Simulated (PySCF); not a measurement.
acetamide cation (C2H5NO), SMILES CC(N)=O (connectivity only; charge and spin as stated), charge +1, multiplicity 2. Geometry: PBE-D3(BJ)/def2-SVP. The multiplicity is an assumed one; other spin states were not compared. One conformer was computed; it need not be the lowest.

These are PySCF 2.14.0 with PBE-D3(BJ)/def2-SVP values and carry that method's errors.

Harmonic wavenumbers (cm⁻¹): 119, 359, 462, 512, 551, 663, 822, 912, 926, 1064, 1217, 1277, 1360, 1377, 1545, 1693, 2950, 3068, 3081, 3444, 3564. Rotational constants (GHz): 11.35, 8.882, 5.161; symmetry number 1.

Work out the zero-point energy and the ideal-gas rigid-rotor harmonic-oscillator thermochemistry at 298.15 K and 1 atm.

ZPE = ½ Σ hcν = ½ × 30967 cm⁻¹ = 185.22 kJ/mol. H − E(el) = 200.63 kJ/mol. Entropy in J/(mol K): translation 159.61, rotation 100.16, vibration 29.99, spin 5.76, total 295.53. G − E(el) = 112.51 kJ/mol. Cp = 77.84 J/(mol K). Modes under 150 cm⁻¹ make the vibrational entropy uncertain.
